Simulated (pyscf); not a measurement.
Structures and frequencies: ωB97X-D3(BJ)/def2-SVP in PySCF.

Task: PBE/def2-TZVP puts the barrier of HO–SiH•–OH + HCl → HO–SiH•–Cl + H₂O (four-centre exchange; doublet surface; O–Si, Cl–H broken, Cl–Si, H–O formed) at 52.5 kJ/mol and the reaction energy at -10.4 kJ/mol, from the separated reactants. What do PBE0-D3(BJ)/def2-TZVP, M06-2X/def2-TZVP, ωB97M-D3(BJ)/def2-TZVP give on the same structures?

Result: PBE0-D3(BJ): ΔE‡ = 54.3 kJ/mol, ΔE = -11.9 kJ/mol; M06-2X: ΔE‡ = 63.6 kJ/mol, ΔE = -5.0 kJ/mol; ωB97M-D3(BJ): ΔE‡ = 66.3 kJ/mol, ΔE = -6.5 kJ/mol. PBE's barrier lies under all of them, by 1.8 to 13.9 kJ/mol. Its reaction energy lies among theirs. On the reactant side the descent ends in a complex (not fully relaxed), 28.0 kJ/mol under the separated species and 92.1 kJ/mol under the saddle at ωB97X-D3(BJ)/def2-TZVP. On the product side the descent ends in a bound adduct, 37.6 kJ/mol under the separated species and 115.7 kJ/mol under the saddle at ωB97X-D3(BJ)/def2-TZVP. One saddle was located; it need not be the lowest between these sides.
